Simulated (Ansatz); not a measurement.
# Molecular dynamics of C₂H₃B

The input (input.yaml):

```yaml
crystal:
  periodic: [false, false, false]
  atoms:
    - { symbol: B, position_ang: [-0.882706, 0.038875, -0.238059] }
    - { symbol: C, position_ang: [0.560493, -0.102062, -0.564639] }
    - { symbol: C, position_ang: [0.227828, 0.037201, 0.749979] }
    - { symbol: H, position_ang: [-2.044675, 0.104133, -0.539094] }
    - { symbol: H, position_ang: [1.459722, -0.22566, -1.186629] }
    - { symbol: H, position_ang: [0.721438, 0.083512, 1.732342] }
basis:
  gaussian: { orbitals: def2-SVP }
hamiltonian:
  xc: pbe
  dispersion: d4
md:
  timestep: 0.5
  n_steps: 250
  ensemble: nvt_langevin
  temperature: 500.0
  initial_velocities: maxwell_boltzmann
  seed: 496994
  friction: 0.02
  masses: [{ species: H, mass: 2.014 }]
scf:
  lower_state_search: "off"
```

Command:

```bash
$ ansatz run input.yaml --threads 1 --pin off --max-ram 2048MiB --backend cpu --events-out ev --progress --plain --runs-dir out
```

It starts from a relaxed structure.

Output, in part (step lines, the closing report, with atoms numbered from 0):

```
md step     0: t =     0.00 fs  T =   416.7 K  F+E_penalty+E_count = -2791.12509100 eV  E_kin = 0.323150 eV  (15 SCF iters)
md step     1: t =     0.50 fs  T =   395.6 K  F+E_penalty+E_count = -2791.12157399 eV  E_kin = 0.306839 eV  (20 SCF iters)
md step     2: t =     1.00 fs  T =   408.2 K  F+E_penalty+E_count = -2791.11103581 eV  E_kin = 0.316580 eV  (20 SCF iters)
md step     3: t =     1.50 fs  T =   358.5 K  F+E_penalty+E_count = -2791.09380178 eV  E_kin = 0.278074 eV  (20 SCF iters)
md step     4: t =     2.00 fs  T =   344.1 K  F+E_penalty+E_count = -2791.07177383 eV  E_kin = 0.266904 eV  (20 SCF iters)
md step     5: t =     2.50 fs  T =   307.6 K  F+E_penalty+E_count = -2791.04794838 eV  E_kin = 0.238558 eV  (21 SCF iters)
md step     6: t =     3.00 fs  T =   271.2 K  F+E_penalty+E_count = -2791.02467618 eV  E_kin = 0.210312 eV  (21 SCF iters)
md step     7: t =     3.50 fs  T =   249.6 K  F+E_penalty+E_count = -2791.00441408 eV  E_kin = 0.193612 eV  (21 SCF iters)
[... lines left out ...]
Total energy: -2790.76221291 eV, -102.5586196779 hartree
Atom 0 at    -0.876318     0.152761    -0.151503 Å, force    -0.288049     0.208841     1.216435 eV/Å
Atom 1 at     0.229281    -0.476637    -0.853154 Å, force     2.392409     0.826762    -1.069999 eV/Å
Atom 2 at     0.464040    -0.177594     0.470465 Å, force     0.927471    -0.541967     0.570624 eV/Å
Atom 3 at    -1.945874     0.685189    -0.050487 Å, force    -0.137086    -0.053771    -0.074119 eV/Å
Atom 4 at     0.948345    -0.550342    -1.735557 Å, force    -0.988692    -0.681219     0.683856 eV/Å
Atom 5 at     1.404323    -0.236842     1.195535 Å, force    -1.906053     0.241355    -1.326795 eV/Å
Dipole moment:     0.262222    -0.037185    -0.032473 e Å
```

The steps, from the saved trajectory:

| time (fs) | T (K) | potential energy less start (eV) |
| --- | --- | --- |
| 0.0 | 417 | 0.000 |
| 4.0 | 259 | 0.136 |
| 8.0 | 215 | 0.162 |
| 12.0 | 191 | 0.201 |
| 16.0 | 212 | 0.170 |
| 20.0 | 249 | 0.153 |
| 24.0 | 517 | 0.113 |
| 28.0 | 196 | 0.309 |
| 32.0 | 406 | 0.196 |
| 36.0 | 387 | 0.194 |
| 40.0 | 535 | 0.171 |
| 44.0 | 735 | 0.100 |
| 48.0 | 426 | 0.286 |
| 52.0 | 257 | 0.408 |
| 56.0 | 374 | 0.297 |
| 60.0 | 645 | 0.147 |
| 64.0 | 613 | 0.210 |
| 68.0 | 545 | 0.347 |
| 72.0 | 387 | 0.415 |
| 76.0 | 270 | 0.462 |
| 80.0 | 610 | 0.244 |
| 84.0 | 691 | 0.204 |
| 88.0 | 703 | 0.258 |
| 92.0 | 874 | 0.248 |
| 96.0 | 320 | 0.620 |
| 100.0 | 636 | 0.396 |
| 104.0 | 611 | 0.333 |
| 108.0 | 630 | 0.352 |
| 112.0 | 642 | 0.344 |
| 116.0 | 540 | 0.323 |
| 120.0 | 577 | 0.346 |
| 124.0 | 459 | 0.410 |

The run went to its last step. The mean temperature of the second half is 13 % above the set value. A run of 0.12 ps of so small a system gives no equilibrium averages.

The same pairs are bonded in the first frame and the last. Pairs count as bonded within 1.25 times the sum of covalent radii (0.12 Å more for H–H).

Last frame:

```xyz
6
Properties=species:S:1:pos:R:3
B -0.876 0.153 -0.151
C 0.229 -0.477 -0.853
C 0.464 -0.178 0.470
H -1.946 0.685 -0.051
H 0.948 -0.550 -1.736
H 1.404 -0.237 1.196
```

The run took 2.7 min on 1 CPU thread of a shared host.
